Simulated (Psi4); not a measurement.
Process, species as SMILES: ClCl (Cl2) + [H][H] (H2) → 2 Cl (HCl)
B3LYP-D3(BJ)/def2-TZVP geometries, fixed; electronic energies without zero-point terms.
Largest species:
```xyz
2

Cl     0.0000     0.0000    -1.0068
Cl     0.0000     0.0000     1.0068
```

Basis-set convergence of the energy of full hydrogenation at B3LYP with Psi4. All functions are spherical. Density fitting with the program's default auxiliary sets. No added dispersion term, no relativity. Functions are those of the species that has most. Reference: the value in aug-cc-pV(5+d)Z, -44.28 kcal/mol, itself unsure by roughly 0.11 kcal/mol (its mean distance from aug-cc-pV(Q+d)Z, cc-pV(5+d)Z, def2-QZVPPD). Deviations are taken from unrounded values.

```json
[
 {"basis": "cc-pV(D+d)Z", "functions": "46"},
 {"basis": "aug-cc-pV(D+d)Z", "functions": "64"},
 {"basis": "cc-pV(T+d)Z", "functions": "78"},
 {"basis": "jun-cc-pV(T+d)Z", "functions": "96"},
 {"basis": "aug-cc-pV(T+d)Z", "functions": "110"},
 {"basis": "cc-pV(Q+d)Z", "functions": "128"},
 {"basis": "aug-cc-pV(Q+d)Z", "functions": "178"},
 {"basis": "cc-pV(5+d)Z", "functions": "200"},
 {"basis": "aug-cc-pV(5+d)Z", "functions": "272"}
]
```

**Question.** Which is the smallest correlation-consistent set listed that can be trusted to 2 kcal/mol here, that is, within that of the reference together with its larger relatives (same family, alike in diffuse functions; a set with none to test it counts only in the reference's own line)?

**Answer.** The smallest set listed that lies within 2 kcal/mol of the reference with all its larger relatives (same family, alike in diffuse functions; a set with none counts only in the reference's own line) is cc-pV(T+d)Z (78 functions, 0.05 kcal/mol off). Value minus reference: cc-pV(D+d)Z -2.38, aug-cc-pV(D+d)Z -4.43, cc-pV(T+d)Z 0.05, jun-cc-pV(T+d)Z -0.59, aug-cc-pV(T+d)Z -0.52, cc-pV(Q+d)Z 0.06, aug-cc-pV(Q+d)Z -0.15, cc-pV(5+d)Z 0.07, aug-cc-pV(5+d)Z 0.00 kcal/mol.
